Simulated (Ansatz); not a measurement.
# N2H2+ (doublet): from Hartree-Fock to the top rungs, cc-pVTZ

One table from this session's results is given with a row withheld; the runs are named, their logs left out.

The runs use Ansatz 0.2.0, Gaussian basis; cc-pVTZ, core rule «outside noble gas», up to 2 orbitals frozen.

The runs, in order: UHF; CCSD(T) on ROHF; CCSD(T) on UHF; BCCD(T) on ROHF; CCSDT(Q) on ROHF; CCSDT(Q) on UHF; CASSCF and MRCISD+Q, 11 electrons in 10 orbitals; CASSCF and NEVPT2, 11 electrons in 10 orbitals.

6 further runs of the same task are left out: 6 set aside as unsound or not needed. Runs told in other sessions of the task aren't counted.

## The system

The geometry is a PBE0/def2-TZVP stationary point (not a proven minimum) of the parent state, kept for this charge and spin.

4 atoms, charge 1, spin multiplicity 2.

Atoms are counted from 1 here; the program's logs count them from 0.

Bond lengths: N1–N2 1.256 Å, N1–H3 1.014 Å, N2–H4 1.014 Å. Angles: N2–N1–H3 120.6°, N1–N2–H4 120.6°.

The first run:

Input file in.yaml:

```yaml
crystal:
  periodic: [false, false, false]
  atoms:
    - {symbol: N, position_ang: [0.000000, -0.168274, 0.605211]}
    - {symbol: N, position_ang: [0.000000, 0.168274, -0.605211]}
    - {symbol: H, position_ang: [0.000000, 0.533378, 1.336557]}
    - {symbol: H, position_ang: [0.000000, -0.533378, -1.336557]}
basis:
  gaussian: {orbitals: cc-pVTZ}
total_charge: 1
magnetization: {spin_polarized: true, initial_magnetization: 1}
hamiltonian: {xc: hf}
output: {orbitals: {seedname: orbitals}}
```

The run is started by

```
$ ansatz run in.yaml --threads 1 --pin off --events-out ev --progress --plain --max-ram 2816MiB --backend cpu
```

Steps of the session up to this table: UHF; CCSD(T) on ROHF; CCSD(T) on UHF; BCCD(T) on ROHF; CCSDT(Q) on ROHF; CCSDT(Q) on UHF; CASSCF and MRCISD+Q, 11 electrons in 10 orbitals; CASSCF and NEVPT2, 11 electrons in 10 orbitals.

One table of the session follows, with a row left open; its other results are not shown here.

```
          method  from RCCSDT(Q) (kcal/mol)
            ROHF                    +272.81
             UHF                    +260.34
            RMP2                     +12.73
            UMP2                     +45.04
           RCCSD                     +15.08
           UCCSD                     +15.39
        RCCSD(T)                      +1.38
        UCCSD(T)                      +2.51
         BCCD(T)                      +1.39
          RCCSDT                      +1.57
          UCCSDT                      +1.53
       RCCSDT(Q)                          0
       UCCSDT(Q)                      -0.01
  CASSCF valence                    +160.98
  NEVPT2 valence                          ?
  MRCISD valence                     +10.47
MRCISD+Q valence                      +1.48
```

**Question.** Estimate the row for NEVPT2 valence.

The run gave: from RCCSDT(Q) (kcal/mol): +25.87. In the column «from RCCSDT(Q) (kcal/mol)» it lies between UCCSD (+15.39) and UMP2 (+45.04).

Caveats from the session: Restricted and unrestricted rows rest on different reference determinants; a gap between their highest levels can come from leftover correlation error, from unlike frozen cores or from another state.
